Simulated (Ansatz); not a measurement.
# H3NOSi (SMILES N[SiH]=O): single points off equilibrium

A test off equilibrium: a structure displaced at random from a GFN2-xTB minimum is computed at several levels, and each is set against CCSD(T).

Method: single points in def2-TZVPP; program: Ansatz 0.2.0, Gaussian basis.

Correlated methods freeze the cores.

### Step 1. The system as given

SMILES `N[SiH]=O`, 6 atoms, charge 0, spin multiplicity 1.

Atoms are counted from 1 here; the program's logs count them from 0.

Bond lengths: N1–Si2 1.694 Å, N1–H4 1.006 Å, N1–H5 0.982 Å, Si2–O3 1.500 Å, Si2–H6 1.436 Å. Angles: Si2–N1–H4 122.0°, Si2–N1–H5 125.3°, H4–N1–H5 112.7°, N1–Si2–O3 125.8°, N1–Si2–H6 106.2°, O3–Si2–H6 128.0°.

Coordinates:

| atom | x (Å) | y (Å) | z (Å) |
| --- | --- | --- | --- |
| N1 | -0.53600 | 0.37890 | -0.58400 |
| Si2 | 0.48500 | -0.38800 | 0.52870 |
| O3 | 0.48210 | -1.85090 | 0.85980 |
| H4 | -1.19930 | -0.13410 | -1.13910 |
| H5 | -0.52950 | 1.33810 | -0.79230 |
| H6 | 1.32470 | 0.64050 | 1.07530 |

### Step 2. CCSD(T)/def2-TZVPP

Contents of run/in.yaml:

```yaml
crystal:
  periodic: [false, false, false]
  atoms:
    - {symbol: N, position_ang: [-0.536000, 0.378900, -0.584000]}
    - {symbol: Si, position_ang: [0.485000, -0.388000, 0.528700]}
    - {symbol: O, position_ang: [0.482100, -1.850900, 0.859800]}
    - {symbol: H, position_ang: [-1.199300, -0.134100, -1.139100]}
    - {symbol: H, position_ang: [-0.529500, 1.338100, -0.792300]}
    - {symbol: H, position_ang: [1.324700, 0.640500, 1.075300]}
basis:
  gaussian: {orbitals: def2-TZVPP}
correlation: {method: ccsd_t}
output: {forces: true}
```

The command line of these runs was not kept.

### Step 3. PBE0-D4/def2-TZVPP

run/in.yaml, as its differences from that of step 2:

```diff
@@ -11,3 +11,3 @@
   gaussian: {orbitals: def2-TZVPP}
-correlation: {method: ccsd_t}
-output: {forces: true}
+hamiltonian: {xc: pbe0, dispersion: d4}
+output: {forces: true, orbitals: {seedname: orbitals}}
```

### Step 4. wB97M-V/def2-TZVPP

run/in.yaml, as its differences from that of step 3:

```diff
@@ -11,3 +11,3 @@
   gaussian: {orbitals: def2-TZVPP}
-hamiltonian: {xc: pbe0, dispersion: d4}
-output: {forces: true, orbitals: {seedname: orbitals}}
+hamiltonian: {xc: {name: wB97M-V}}
+output: {forces: true}
```

### Step 5. r2SCAN-D4/def2-TZVPP

run/in.yaml, as its differences from that of step 4:

```diff
@@ -11,3 +11,3 @@
   gaussian: {orbitals: def2-TZVPP}
-hamiltonian: {xc: {name: wB97M-V}}
+hamiltonian: {xc: r2scan, dispersion: d4}
 output: {forces: true}
```

### Step 6. PBE-D4/def2-TZVPP

run/in.yaml, as its differences from that of step 5:

```diff
@@ -11,3 +11,3 @@
   gaussian: {orbitals: def2-TZVPP}
-hamiltonian: {xc: r2scan, dispersion: d4}
+hamiltonian: {xc: pbe, dispersion: d4}
 output: {forces: true}
```

### Step 7. revPBE-D4/def2-TZVPP

run/in.yaml, as its differences from that of step 6:

```diff
@@ -11,3 +11,3 @@
   gaussian: {orbitals: def2-TZVPP}
-hamiltonian: {xc: pbe, dispersion: d4}
+hamiltonian: {xc: {name: revPBE}, dispersion: d4}
 output: {forces: true}
```

### Step 8. wB97X-V/def2-TZVPP

run/in.yaml, as its differences from that of step 7:

```diff
@@ -11,3 +11,3 @@
   gaussian: {orbitals: def2-TZVPP}
-hamiltonian: {xc: {name: revPBE}, dispersion: d4}
+hamiltonian: {xc: {name: wB97X-V}}
 output: {forces: true}
```

(Steps that only read results are left out.)

What does the calculation give? Wanted: energy less free atoms, CCSD(T)/def2-TZVPP; RMS force component; RMS force error; HOMO and LUMO, PBE0-D4; T1 diagnostic.

**Answer**, as computed:

| quantity | value |
| --- | --- |
| energy less free atoms, CCSD(T)/def2-TZVPP | -493.3 kcal/mol |
| RMS force component | 0.621 to 0.861 eV/Å over the methods |
| RMS force error | PBE0-D4 0.165, wB97M-V 0.142, r2SCAN-D4 0.078, PBE-D4 0.200, revPBE-D4 0.241, wB97X-V 0.164 eV/Å |
| HOMO and LUMO, PBE0-D4 | -8.08 and -0.62 eV |
| T1 diagnostic | 0.017 |

Against CCSD(T) the functionals' energies less atoms differ by -27.6 to -10.6 kcal/mol, PBE-D4 by -27.6 kcal/mol. CCSD(T) in triple zeta still lacks some correlation energy of the bonds, so part of these gaps is its own basis error and they don't rank the functionals. The forces of r2SCAN-D4 come nearest to CCSD(T), those of revPBE-D4 are farthest. Frozen-core CCSD(T) forces in triple zeta carry basis errors of their own, and this is one geometry, so small gaps rank nothing.
